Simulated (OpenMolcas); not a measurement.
## Potential curves of SF: spin-free states

Computed with OpenMolcas 26.06: state-averaged CASSCF(9,6) over S 3p, F 2p, XMS-CASPT2 (IPEA 0.25, imaginary shift 0.2 hartree), scalar X2C, ANO-RCC-VTZP, then RASSI spin–orbit state interaction with atomic mean-field integrals. C2 symmetry about the axis (a holds Σ, Δ, Γ; b holds Π, Φ, H; Σ⁺ and Σ⁻ are not told apart); roots by multiplicity and irrep: 2b 4, 4a 3, 2a 5.

XMS-CASPT2 energies in eV from the lowest point. Curves are followed by energy order within each symmetry, so they are adiabatic and may change character at avoided crossings; Σ⁺ and Σ⁻ are counted together.

```json
{"R (Å)": "1.490", "(1)2Π": "0.260", "(1)2Σ": "4.603", "(2)2Σ": "5.332", "(2)2Π": "8.749"}
{"R (Å)": "1.563", "(1)2Π": "0.033", "(1)2Σ": "4.024", "(2)2Σ": "4.881", "(2)2Π": "7.599"}
{"R (Å)": "1.637", "(1)2Π": "0.000", "(1)2Σ": "3.676", "(2)2Σ": "4.602", "(2)2Π": "6.742"}
{"R (Å)": "1.719", "(1)2Π": "0.147", "(1)2Σ": "3.475", "(2)2Σ": "4.449", "(2)2Π": "6.088"}
{"R (Å)": "1.801", "(1)2Π": "0.397", "(1)2Σ": "3.318", "(2)2Σ": "4.361", "(2)2Π": "5.630"}
{"R (Å)": "1.915", "(1)2Π": "0.841", "(1)2Σ": "3.263", "(2)2Σ": "4.285", "(2)2Π": "5.227"}
{"R (Å)": "2.063", "(1)2Π": "1.453", "(1)2Σ": "3.284", "(2)2Σ": "4.205", "(2)2Π": "4.937"}
{"R (Å)": "2.292", "(1)2Π": "2.167", "(1)2Σ": "3.419", "(2)2Σ": "3.964", "(2)2Π": "4.400"}
```

Left out for impure symmetry, kinks or missing points, though low: (1)4Σ, (1)2Δ, (3)2Σ, (1)4Δ. Only roots inside an energy window near the equilibrium distance were included, so the list of states is not complete; labels number the states computed. Each spin and symmetry block has orbitals of its own, averaged over its own roots, so gaps between blocks are less sure than gaps within one and near the minimum can be off by tenths of an eV, in bad cases by more. No Rydberg orbitals are active, so Rydberg states, and σ→σ* states whose orbital the CASSCF left unused, can be missing between those listed. CASPT2 splits the two components of degenerate states numerically, here by up to 79 cm⁻¹. No roots were computed in block 4b (none fell in the window or the block failed), so states of that kind are missing and can lie low or lowest. The CASPT2 reference weights are uneven, so some states carry less reliable energies. Points that failed a check (symmetry, reference weights, a jump) are left out.
